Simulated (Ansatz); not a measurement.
BSiH₂ (H-bridged), doublet: vertical spin and charge gaps

Geometry (PBE0/def2-TZVP stationary point for this spin, not checked as a minimum):

```json
{"atom": "Si", "x (Å)": "0.0000", "y (Å)": "-0.0053", "z (Å)": "0.5948"}
{"atom": "B", "x (Å)": "0.0000", "y (Å)": "-0.0779", "z (Å)": "-1.2479"}
{"atom": "H", "x (Å)": "0.0000", "y (Å)": "1.1505", "z (Å)": "-0.7602"}
{"atom": "H", "x (Å)": "0.0000", "y (Å)": "-0.1670", "z (Å)": "-2.4296"}
```

Basis 6-31G; Ansatz 0.2.0. Correlated methods freeze the noble-gas cores. Prefix R: restricted or restricted open-shell reference; prefix U: unrestricted. Active spaces: valence = (9e, 10o) chosen from the atoms' valence shells.

Gaps are energies of the second state less the first, at fixed atoms, for a selection of the levels run; each method lands on the state that its own search finds for that charge and spin.

For open shells CISD and CISDTQ are restricted-active-space CI with the open shells as a complete middle space.

Removing an electron, to the triplet: 8.693 eV at full CI (doublet A'', triplet ion A'', in Cs).

```csv
level,gap (eV),error (meV)
RHF,8.453,-240
UHF,8.394,-299
RMP2,8.748,55
UMP2,8.733,40
CISD,8.659,-34
RCCSD,8.694,1
UCCSD,8.690,-3
RCCSD(T),8.697,4
UCCSD(T),8.695,2
BCCD(T),8.696,3
RCCSDT,8.693,0
UCCSDT,8.692,-1
RCCSDT(Q),8.693,0
UCCSDT(Q),8.693,0
RCCSDTQ,8.693,0
UCCSDTQ,8.692,-1
CASSCF (valence space),8.364,-329
NEVPT2 (valence space),8.594,-99
MRCISD (valence space),8.679,-14
MRCISD+Q (valence space),8.692,-1
MRCISD+Q(relaxed) (valence space),8.694,1
PBE,9.268,575
r2SCAN,9.288,595
PBE0,9.340,647
B3LYP,9.398,705
wB97M-V,9.401,708
B2PLYP,9.145,452
RPA-PBE,8.860,167
```

Removing an electron, to the singlet: 8.411 eV at full CI (doublet A'', singlet ion A', in Cs).

```csv
level,gap (eV),error (meV)
RMP2,8.463,52
CISD,8.351,-60
RCCSD(T),8.404,-7
BCCD(T),8.404,-7
RCCSDT,8.410,-1
RCCSDT(Q),8.411,0
RCCSDTQ,8.410,-1
MRCISD (valence space),8.394,-17
MRCISD+Q (valence space),8.408,-3
wB97M-V,8.758,347
```

Quartet less doublet: 2.964 eV at full CI (doublet A'', quartet A'', in Cs).

```csv
level,gap (eV),error (meV)
UMP2,2.978,14
CISD,2.885,-79
UCCSDT,2.963,-1
CISDTQ,2.955,-9
RCCSDT(Q),2.964,0
UCCSDTQ,2.964,0
CASSCF (valence space),2.951,-13
MRCISD+Q (valence space),2.968,4
PBE,2.998,34
RPA-PBE,3.139,175
```

In so small a basis the reference is far from its limit while semilocal and hybrid functionals are nearer theirs (RPA and double hybrids share much of the reference's basis error), so the functionals' errors here hold much of the reference's basis and frozen-core error, which can add to them or hide them.

Full CI is exact within this basis and frozen core; it isn't the basis-set limit. The frozen core follows each run's orbitals, which can shift R against U totals by a few meV.
